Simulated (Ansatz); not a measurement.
Correlation energies of `CCOC#N` by basis set

Cartesian coordinates in Å:
```
C -0.1108 0.6476 -0.9174
C -0.7628 -0.2081 0.1324
O 0.1281 -1.2688 0.5909
C 1.1731 -0.8681 1.2113
N 2.1241 -0.5354 1.7765
H -0.8154 1.4153 -1.2448
H 0.1781 0.0514 -1.7842
H 0.7750 1.1486 -0.5212
H -1.0662 0.3706 1.0078
H -1.6233 -0.7531 -0.2514
```

Charge 0, multiplicity 1. All single points use the PBE0-D4/def2-TZVP geometry. It is one conformer, not always the lowest. Frozen core, restricted reference, Ansatz. CBS rows extrapolate triple and quadruple zeta; past MP2 they add the triple-zeta difference.

```
     basis     HF (Eh)  MP2 corr.  CCSD corr.       (T)  CCSD(T) total
  def2-SVP  -245.60340   -0.74313    -0.77766  -0.02640     -246.40746
def2-TZVPP  -245.89210   -0.91532           ?  -0.04175              ?
def2-QZVPP           ?   -0.97832           –         –              –
 CBS(def2)           ?   -1.02499           ?     as TZ              ?
```

(1) Fill in the withheld values. (An estimate is asked.)

## Answers

(1) Ansatz gave: def2-TZVPP CCSD corr.: -0.93831; def2-TZVPP CCSD(T) total: -246.87216; def2-QZVPP HF (Eh): -245.90293; CBS(def2) HF (Eh): -245.90443; CBS(def2) CCSD corr.: -1.04798; CBS(def2) CCSD(T) total: -246.99416.
